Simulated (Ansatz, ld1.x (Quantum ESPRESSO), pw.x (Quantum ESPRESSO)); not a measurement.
## Equation-of-state test of one TM potential (Ba (Z = 56))

Ba (Z = 56), norm-conserving Troullier–Martins (Kleinman–Bylander form), made with ld1.x (Quantum ESPRESSO) 7.5 (PBE, scalar-relativistic). Core [Xe], reference 5d0 6s2 6p0. Waves: 6p (bound, empty): rc 4.20 bohr; 5d (bound, empty): rc 2.60 bohr; 4f channel at -0.05 Ry: rc 4.55 bohr; 6s (bound): rc 3.70 bohr. Local part: the s channel. Core correction: a·sin(br)/r model core, default radius (core density twice the valence density).

Atomic tests: cutoffs needed: 6 Ry and 6 Ry (the cutoffs (Ry, on a coarse ladder) from which the occupation-weighted sum of valence levels, in a spherical-Bessel basis at the reference potential, stays within 10 and 1 mRy of its value at 400 Ry); ghost test: no extra level below or beside the all-electron valence levels (p, d, f, s tested) (spherical-Bessel basis up to 400 Ry, 20 bohr box); largest excitation error: -31 meV (all-electron minus pseudo) for 5d1 6s0 6p0, out of 7 test configurations.

Crystal test: bcc Ba in pw.x 7.5, no spin, 9³ k-points, Fermi–Dirac smearing 0.01 Ry, cutoffs 50/200 Ry. The reference is all-electron LAPW (Ansatz 0.2.0) with the same functional, mesh and smearing; V0 and B0 come from Birch–Murnaghan fits to the pressures at five volumes. Errors are pseudo minus all-electron; Δ is the rms difference of the E(V) curves that follow from these fits, minima aligned, over ±6 % about the mean V0. Mesh and smearing are coarse, so the numbers serve the comparison and aren't converged zero-temperature values; the lattice is a test structure that the element need not adopt.

```tsv
V (Å³/atom)	P all-electron (GPa)	P pseudo (GPa)
60.428	0.47	0.80
62.018	0.23	0.52
63.608	0.01	0.27
65.198	-0.19	0.04
66.788	-0.38	-0.17
```

All-electron: a0 = 5.031 Å (V0 = 63.67 Å³/atom), B0 = 8.4 GPa.

Pseudopotential: mean pressure error (GPa): +0.26; a0 (Å): 5.078; a0 error (%): +0.94; B0 error (%): +5.8; Δ (meV/atom): 3.5. The largest radius (4.55 bohr) exceeds half the bond length (4.12 bohr), so the spheres overlap, which is one possible source of error among others. This is a poor potential for the solid.

At the middle volume, how do free energy and pressure move when the wave cutoff is lowered (ecutrho kept at four times it)?

```csv
cutoff (Ry),shift of F (meV/atom),shift of P (GPa)
22,+0.6,-0.00
30,+0.2,+0.00
40,+0.1,+0.00
```

Input at the middle volume:

```
&control
  calculation='scf', prefix='x', pseudo_dir='./', outdir='./tmp', tstress=.true., disk_io='low'
/
&system
  ibrav=0, nat=1, ntyp=1, ecutwfc=50, ecutrho=200, nbnd=8,
  occupations='smearing', smearing='fd', degauss=0.01
/
&electrons
  conv_thr=1e-09, mixing_beta=0.4, electron_maxstep=70
/
ATOMIC_SPECIES
Ba 1.0 Ba.UPF
CELL_PARAMETERS angstrom
  -2.51468688 2.51468688 2.51468688
  2.51468688 -2.51468688 2.51468688
  2.51468688 2.51468688 -2.51468688
ATOMIC_POSITIONS crystal
Ba 0.0000 0.0000 0.0000
K_POINTS automatic
9 9 9 0 0 0
```

```bash
pw.x < Ba.scf.in > Ba.scf.out
```

Lines of the output:

```
Message from routine setup:
     using ibrav=0 with symmetry is DISCOURAGED, use correct ibrav instead
     lattice parameter (alat)  =       8.2308  a.u.
     unit-cell volume          =     429.2481 (a.u.)^3
     number of electrons       =         2.00
     number of Kohn-Sham states=            8
     kinetic-energy cutoff     =      50.0000  Ry
     charge density cutoff     =     200.0000  Ry
     scf convergence threshold =      1.0E-09
     Exchange-correlation= PBE
     number of k points=    35  Fermi-Dirac smearing, width (Ry)=  0.0100
     iteration #  1     ecut=    50.00 Ry     beta= 0.40
     c_bands:  1 eigenvalues not converged
     c_bands:  1 eigenvalues not converged
     c_bands:  1 eigenvalues not converged
     total energy              =      -2.54400868 Ry
     estimated scf accuracy    <       0.00150174 Ry
     iteration #  2     ecut=    50.00 Ry     beta= 0.40
     total energy              =      -2.54422351 Ry
     estimated scf accuracy    <       0.00053737 Ry
     iteration #  3     ecut=    50.00 Ry     beta= 0.40
     total energy              =      -2.54427368 Ry
     estimated scf accuracy    <       0.00000929 Ry
     iteration #  4     ecut=    50.00 Ry     beta= 0.40
     c_bands:  1 eigenvalues not converged
     c_bands:  1 eigenvalues not converged
     c_bands:  1 eigenvalues not converged
     c_bands:  1 eigenvalues not converged
     c_bands:  1 eigenvalues not converged
     total energy              =      -2.54428227 Ry
     estimated scf accuracy    <       0.00000004 Ry
     iteration #  5     ecut=    50.00 Ry     beta= 0.40
     [... 1 repeated lines left out ...]
     total energy              =      -2.54428265 Ry
     estimated scf accuracy    <          3.8E-09 Ry
     iteration #  6     ecut=    50.00 Ry     beta= 0.40
     the Fermi energy is     1.6814 ev
!    total energy              =      -2.54428265 Ry
     estimated scf accuracy    <          1.2E-10 Ry
     smearing contrib. (-TS)   =      -0.00661717 Ry
     The total energy is F=E-TS. E is the sum of the following terms:
     one-electron contribution =       1.09078214 Ry
     hartree contribution      =       0.00298528 Ry
     xc contribution           =      -2.09979138 Ry
     ewald contribution        =      -1.53164153 Ry
     convergence has been achieved in   6 iterations
          total   stress  (Ry/bohr**3)                   (kbar)     P=        2.69
```

The run at the middle volume (35 k-points, 6 iterations) took about 9.1 s on one core of a shared host (Neoverse-V2, 192 threads, 742 GiB, load 76).
